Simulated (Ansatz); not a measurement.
# C16H10 (fluoranthene): the cost of one run

Program: Ansatz 0.2.0, Gaussian basis. Level of theory: the settings change from run to run. These are calculated values, not measurements.

4 further runs of the same task are left out: 4 that didn't finish.

## (1) The relaxed structure

The structure was relaxed beforehand with PBE-D4/def2-SVP.

SMILES `c1ccc2c(c1)-c1cccc3cccc-2c13`, 26 atoms, charge 0, spin multiplicity 1.

Atoms are counted from 1 here; the program's logs count them from 0.

Bond lengths: C1–C2 1.406 Å, C1–C6 1.407 Å, C1–H17 1.101 Å, C2–C3 1.407 Å, C2–H18 1.101 Å, C3–C4 1.399 Å, C3–H19 1.101 Å, C4–C5 1.436 Å, C4–C15 1.475 Å, C5–C6 1.399 Å, C5–C7 1.475 Å, C6–H20 1.101 Å, C7–C8 1.391 Å, C7–C16 1.424 Å, C8–C9 1.427 Å, C8–H21 1.101 Å, C9–C10 1.395 Å, C9–H22 1.101 Å and more. Angles: C2–C1–C6 120.8°, C2–C1–H17 119.6°, C6–C1–H17 119.6°, C1–C2–C3 120.8°, C1–C2–H18 119.6°, C3–C2–H18 119.6°, C2–C3–C4 119.0°, C2–C3–H19 120.4°, C4–C3–H19 120.7°, C3–C4–C5 120.3°, C3–C4–C15 131.7°, C5–C4–C15 108.1°, C4–C5–C6 120.2°, C4–C5–C7 108.1°, C6–C5–C7 131.7°, C1–C6–C5 119.0°, C1–C6–H20 120.4°, C5–C6–H20 120.7° and more.

## (2) PBE-QIDH/cc-pVDZ

Set apart from the defaults: charge +1, multiplicity 2, atoms shaken by 0.03 Å, high accuracy, the search for lower states set to off.

in.yaml reads:

```yaml
crystal:
  periodic: [false, false, false]
  atoms:
    - {symbol: C, position_ang: [3.697213, -0.711861, 0.207675]}
    - {symbol: C, position_ang: [3.721710, 0.684936, 0.212493]}
    - {symbol: C, position_ang: [2.467985, 1.403302, 0.171236]}
    - {symbol: C, position_ang: [1.237466, 0.695866, 0.110567]}
    - {symbol: C, position_ang: [1.289076, -0.729607, 0.065337]}
    - {symbol: C, position_ang: [2.506187, -1.449503, 0.158576]}
    - {symbol: C, position_ang: [-0.143623, -1.160789, -0.016625]}
    - {symbol: C, position_ang: [-0.758664, -2.441018, 0.014265]}
    - {symbol: C, position_ang: [-2.238083, -2.435908, -0.065852]}
    - {symbol: C, position_ang: [-2.915388, -1.201710, -0.156020]}
    - {symbol: C, position_ang: [-2.311151, 0.037431, -0.173914]}
    - {symbol: C, position_ang: [-2.964146, 1.305430, -0.195667]}
    - {symbol: C, position_ang: [-2.122478, 2.488755, -0.181346]}
    - {symbol: C, position_ang: [-0.695003, 2.445544, -0.117410]}
    - {symbol: C, position_ang: [-0.136398, 1.184095, -0.023363]}
    - {symbol: C, position_ang: [-0.893466, 0.013940, -0.112037]}
    - {symbol: H, position_ang: [4.660442, -1.273524, 0.328725]}
    - {symbol: H, position_ang: [4.633405, 1.195560, 0.259536]}
    - {symbol: H, position_ang: [2.526449, 2.466183, 0.125536]}
    - {symbol: H, position_ang: [2.474969, -2.621855, 0.235516]}
    - {symbol: H, position_ang: [-0.233672, -3.387070, 0.061148]}
    - {symbol: H, position_ang: [-2.723620, -3.410134, -0.067302]}
    - {symbol: H, position_ang: [-4.097117, -1.285702, -0.220348]}
    - {symbol: H, position_ang: [-4.090903, 1.421347, -0.228845]}
    - {symbol: H, position_ang: [-2.679441, 3.399444, -0.248174]}
    - {symbol: H, position_ang: [-0.129907, 3.379674, -0.138191]}
basis:
  gaussian: {orbitals: cc-pVDZ}
total_charge: 1
magnetization: {spin_polarized: true, initial_magnetization: 1}
hamiltonian: {xc: {name: PBE-QIDH}}
accuracy: high
scf: {lower_state_search: off}
```

Run with:

```
> ansatz run in.yaml --threads 4 --pin off --events-out ev --progress --plain --max-ram 6963MiB
```

**Question.** How long does this run take on 4 threads of Arm Neoverse V1, shared host, and how much memory does it need?

About 1.8 min, with a peak of 3.1 GiB.
